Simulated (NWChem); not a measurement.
Program: NWChem. System: Be (+1), charge 1, spin multiplicity 2. Its SCF solution wasn't tested for a lower state. Level: UMP2/def2-TZVP, 1 core orbitals frozen.

Input file:

```
start mol
memory heap 200 mb stack 900 mb global 1100 mb
charge 1
geometry units angstroms nocenter noautoz
  Be     0.000000     0.000000     0.000000
  symmetry group D2h
end
basis spherical
  * library def2-tzvp
end
scf
  uhf
  nopen 1
  maxiter 100
  thresh 1e-7
  semidirect memsize 60000000 filesize 0
  # guess.movecs holds the orbitals of an unrestricted PBE0 run
  vectors input guess.movecs output mol.movecs
end
mp2
  freeze core 1
end
task mp2 energy
```

Output (cleaned and shortened):

```
             Northwest Computational Chemistry Package (NWChem) 7.3.0
             --------------------------------------------------------

                                NWChem Input Module
                                -------------------

 Scaling coordinates for geometry "geometry" by  1.889725989
 (inverse scale =  0.529177249)

                             Geometry "geometry" -> ""
                             -------------------------

 Output coordinates in angstroms (scale by  1.889725989 to convert to a.u.)

  No.       Tag          Charge          X              Y              Z
 ---- ---------------- ---------- -------------- -------------- --------------
    1 Be                   4.0000     0.00000000     0.00000000     0.00000000

 Effective nuclear repulsion energy (a.u.)       0.0000000000

            Nuclear Dipole moment (a.u.)
            ----------------------------
        X                 Y               Z
 ---------------- ---------------- ----------------
     0.0000000000     0.0000000000     0.0000000000

      Symmetry information
      --------------------

 Group name             D2h
 Group number             26
 Group order               8
 No. of unique centers     1

      Symmetry unique atoms

     1


 Summary of "ao basis" -> "" (spherical)
 ------------------------------------------------------------------------------
       Tag                 Description            Shells   Functions and Types
 ---------------- ------------------------------  ------  ---------------------
 *                         def2-tzvp                  on all atoms

 Summary of "ao basis" -> "ao basis" (spherical)
 ------------------------------------------------------------------------------
       Tag                 Description            Shells   Functions and Types
 ---------------- ------------------------------  ------  ---------------------
 Be                        def2-tzvp                 9       19   5s3p1d

                                 NWChem SCF Module
                                 -----------------

  ao basis        = "ao basis"
  functions       =    19
  atoms           =     1
  alpha electrons =     2
  beta  electrons =     1
  charge          =   1.00
  wavefunction    = UHF
  use symmetry    = T
  symmetry adapt  = T

 Summary of "ao basis" -> "ao basis" (spherical)
 ------------------------------------------------------------------------------
       Tag                 Description            Shells   Functions and Types
 ---------------- ------------------------------  ------  ---------------------
 Be                        def2-tzvp                 9       19   5s3p1d

      Symmetry analysis of basis
      --------------------------

        ag          7
        au          0
        b1g         1
        b1u         3
        b2g         1
        b2u         3
        b3g         1
        b3u         3

 Forming initial guess at       0.0s

   Symmetry analysis of molecular orbitals - initial alpha
   -------------------------------------------------------

  Numbering of irreducible representations:

     1 ag          2 au          3 b1g         4 b1u         5 b2g
     6 b2u         7 b3g         8 b3u

  Orbital symmetries:

     1 ag          2 ag          3 b3u         4 b2u         5 b1u
     6 ag          7 b3u         8 b2u         9 b1u        10 b3g
    11 b1g        12 b2g

   Symmetry analysis of molecular orbitals - initial beta
   ------------------------------------------------------
[...]
              MO Center= -2.8D-24,  6.6D-41,  6.7D-41, r^2= 2.9D+00
   Bfn.  Coefficient  Atom+Function         Bfn.  Coefficient  Atom+Function
  ----- ------------  ---------------      ----- ------------  ---------------
     6      0.617954  1 Be px                12     -0.493582  1 Be px

 Vector    5  Occ=0.000000D+00  E=-2.267194D-01  Symmetry=b1u
              MO Center=  9.5D-34, -1.8D-34, -2.6D-27, r^2= 2.9D+00
   Bfn.  Coefficient  Atom+Function         Bfn.  Coefficient  Atom+Function
  ----- ------------  ---------------      ----- ------------  ---------------
     8      0.617954  1 Be pz                14     -0.493582  1 Be pz

                     UHF Final Beta Molecular Orbital Analysis
                     -----------------------------------------

 Vector    2  Occ=0.000000D+00  E=-2.857587D-01  Symmetry=ag
              MO Center= -5.8D-39,  2.8D-40,  4.7D-41, r^2= 2.6D+00
   Bfn.  Coefficient  Atom+Function         Bfn.  Coefficient  Atom+Function
  ----- ------------  ---------------      ----- ------------  ---------------
     4      0.556353  1 Be s                  3      0.377837  1 Be s
     2     -0.193169  1 Be s                  5      0.173791  1 Be s

 Vector    3  Occ=0.000000D+00  E=-1.596390D-01  Symmetry=b3u
              MO Center= -2.6D-25,  6.2D-44,  6.0D-44, r^2= 3.6D+00
   Bfn.  Coefficient  Atom+Function         Bfn.  Coefficient  Atom+Function
  ----- ------------  ---------------      ----- ------------  ---------------
    12      0.643427  1 Be px                 6     -0.467531  1 Be px

 Vector    4  Occ=0.000000D+00  E=-1.596390D-01  Symmetry=b2u
              MO Center=  1.3D-45, -5.6D-27,  1.3D-45, r^2= 3.6D+00
   Bfn.  Coefficient  Atom+Function         Bfn.  Coefficient  Atom+Function
  ----- ------------  ---------------      ----- ------------  ---------------
    13      0.643427  1 Be py                 7     -0.467531  1 Be py

 center of mass
 --------------
 x =   0.00000000 y =   0.00000000 z =   0.00000000

 moments of inertia (a.u.)
 ------------------
           0.000000000000           0.000000000000           0.000000000000
           0.000000000000           0.000000000000           0.000000000000
           0.000000000000           0.000000000000           0.000000000000

  Mulliken analysis of the total density
  --------------------------------------

    Atom       Charge   Shell Charges
 -----------   ------   -------------------------------------------------------
    1 Be   4     3.00   1.02  0.96  0.67  0.35 -0.00  0.00  0.00 -0.00  0.00

  Mulliken analysis of the alpha density
  --------------------------------------

    Atom       Charge   Shell Charges
 -----------   ------   -------------------------------------------------------
    1 Be   4     2.00   0.52  0.46  0.66  0.35 -0.00  0.00  0.00  0.00  0.00

   Mulliken analysis of the beta density
   -------------------------------------

    Atom       Charge   Shell Charges
 -----------   ------   -------------------------------------------------------
    1 Be   4     1.00   0.50  0.50  0.00 -0.00  0.00  0.00  0.00 -0.00  0.00

   Mulliken analysis of the spin density
   -------------------------------------

    Atom       Charge   Shell Charges
 -----------   ------   -------------------------------------------------------
    1 Be   4     1.00   0.02 -0.04  0.66  0.36 -0.00 -0.00 -0.00  0.00  0.00

       Multipole analysis of the density wrt the origin
       ------------------------------------------------

     L   x y z        total         alpha         beta         nuclear
     -   - - -        -----         -----         ----         -------
     0   0 0 0      1.000000     -2.000000     -1.000000      4.000000

     1   1 0 0     -0.000000     -0.000000     -0.000000      0.000000
     1   0 1 0      0.000000     -0.000000      0.000000      0.000000
     1   0 0 1      0.000000     -0.000000      0.000000      0.000000

     2   2 0 0     -2.186097     -2.108098     -0.077999      0.000000
     2   1 1 0      0.000000      0.000000      0.000000      0.000000
     2   1 0 1      0.000000      0.000000      0.000000      0.000000
     2   0 2 0     -2.186097     -2.108098     -0.077999      0.000000
     2   0 1 1      0.000000      0.000000      0.000000      0.000000
     2   0 0 2     -2.186097     -2.108098     -0.077999      0.000000

                   NWChem MP2 Semi-direct Energy/Gradient Module
                   ---------------------------------------------

  Basis functions       =     19
  Molecular orbitals    =     19
  Frozen core           =      1
  Frozen virtuals       =      0
  Active alpha occupied =      1
  Active beta occupied  =      0
  Active alpha virtual  =     17
  Active beta virtual   =     18
  Use MO symmetry       = T
  Use skeleton AO sym   = T

  AO/Fock/Back tols     =   1.0D-09  1.0D-09  1.0D-09

          -------------------------------------------
          SCF energy                 -14.277049796987
          Correlation energy           0.000000000000
          Singlet pairs                0.000000000000
          Triplet pairs                0.000000000000
          Total MP2 energy           -14.277049796987
          -------------------------------------------

          ---------------------------------------------------
                    Spin Component Scaled (SCS) MP2
          Same spin pairs                      0.000000000000
          Same spin scaling factor             0.333333333333
          Opposite spin pairs                  0.000000000000
          Opposite spin scaling fact.          1.200000000000
          SCS-MP2 correlation energy           0.000000000000
          Total SCS-MP2 energy               -14.277049796987
          ---------------------------------------------------

 -----------------------
 Performance information
 -----------------------

 Timer overhead =  9.56D-08 seconds/call

               Nr. of calls         CPU time (s)                 Wall time (s)                GFlops
             ---------------    -------------------     ------------------------------   -------------------
Name         Min   Avg   Max    Min     Avg     Max     Min     Avg     Max   Mx/calls   Min     Max     Sum
mp2: tota     1     1     1   3.99E-3 3.99E-3 3.99E-3  3.99E-3 3.99E-3 3.99E-3 3.99E-3   0.0     0.0     0.0

 The average no. of pstat calls per process was 1.00D+00
 with a timing overhead of 9.56D-08s

 Task  times  cpu:        0.0s     wall:        0.0s

 Total times  cpu:        0.0s     wall:        0.0s
```
